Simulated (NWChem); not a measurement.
**Total energies of acetonitrile (C₂H₃N)**

```
C
H 1 1.0993
H 1 1.0993 2 108.68
H 1 1.0993 2 108.68 3 -118.12
C 1 1.4532 2 110.25 3 120.94
N 5 1.1569 2 150.64 1 180.00
```
Charge 0, spin multiplicity 1.

All runs are NWChem calculations. The geometry was optimised at PBE0/def2-SVP, a minimum by its harmonic frequencies.

Basis set: def2-TZVP (111 functions).

```tsv
method	total energy (Ha)	relative cost
RHF	-131.97605	1
MP2	-132.48286	under 3
B2PLYP	-132.69440	under 3
PBE	-132.63516	under 3
B3LYP	-132.80989	under 3
LDA (SVWN5)	-131.62618	under 3
```

Total energies of different functionals aren't comparable as a measure of quality: only differences taken within one method are. Costs are rough ratios of processor time within this set of runs, SCF included, with RHF as 1.

The correlated methods keep 3 core orbitals frozen. B3LYP has NWChem's definition, with VWN1-RPA local correlation.
